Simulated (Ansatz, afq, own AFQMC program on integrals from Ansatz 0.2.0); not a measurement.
## Where AFQMC and coupled cluster stand for AlSiH, singlet

```xyz
3

Si    0.0000    0.0000    3.9629
Al    0.0000    0.0000   -1.1841
H     0.0000    0.0000   -2.7789
```

Connectivity, by distances: Si ··· AlH.

Basis 6-31G. Noble-gas cores (and the filled d shells of Ga–Kr and In–Xe) are frozen. Integrals, coupled cluster, full CI and functionals: Ansatz 0.2.0; the random walks run on the same integrals in our own AFQMC program. ph-AFQMC/CISD is guided by a CISD state made of CCSD amplitudes; releasing the constraint for a short imaginary time cuts its bias at the price of noise, slowly where states lie close. Error bars are statistical, one sigma.

Determinant: RHF, the one that the program's search chose, which needn't be the lowest solution. The geometry is a point of a scan.

Full CI on the same integrals is exact in this basis and with this determinant's frozen core.

Cautions: another spin lies lower; restricted determinant unstable towards unrestricted (UHF 1.07 eV lower, ⟨S²⟩ 1.01); strong correlation (T1 0.010, weight of the determinant 0.76, largest double 0.38); the CCSDT(Q) amplitudes may be one of several solutions (largest double 0.89); the CCSDTQ amplitudes may be one of several solutions (largest double 0.88); the released energies are still falling, so no released level is given (meV from the phaseless value at times in 1/Eh: -6 ± 5 at 0.24, -10 ± 5 at 0.51, -15 ± 5 at 0.99, -24 ± 6 at 1.62, -27 ± 7 at 2.40); the ph-AFQMC/CISD walk drifts between its halves (2.1 errors); the determinant fills πx and πy unequally, so it mixes two states of the linear molecule, and each level undoes that mixture to a different degree, while full CI gives the lower state; CCSDTQ on the UHF determinant differs (1.03 eV lower), perhaps since the unrestricted series falls towards higher spin.

```
T1 diagnostic                               : 0.0103
weight of the determinant in the CISD state : 0.758
size of the correlated space                : 8 electrons in 18 orbitals
```

```tsv
level	correlation energy (eV)
MP2	-1.4217
CCSD	-2.3547
CCSD(T)	-2.3939
```

Estimate where full CI lies against CCSD(T) on the same integrals.

7.5 kJ/mol below CCSD(T).

Reference: full CI, correlation energy -2.472 eV. The cautions show a poor starting determinant, so the rows tell how each method copes with it here, and full CI is the sure value.

```csv
level,E − E(reference) (kJ/mol),share of correlation (%)
CCSD(T),7.5,96.84
CCSDT,0.3,99.88
CCSDT(Q),0.0,99.99
CCSDTQ,0.0,100.00
ph-AFQMC/CISD,7.3 ± 0.4,96.94
```

CCSDT and higher add their correlation energy to the determinant of the CCSD(T) run, since their own runs factorise the integrals more tightly (a shift of under 2 meV).
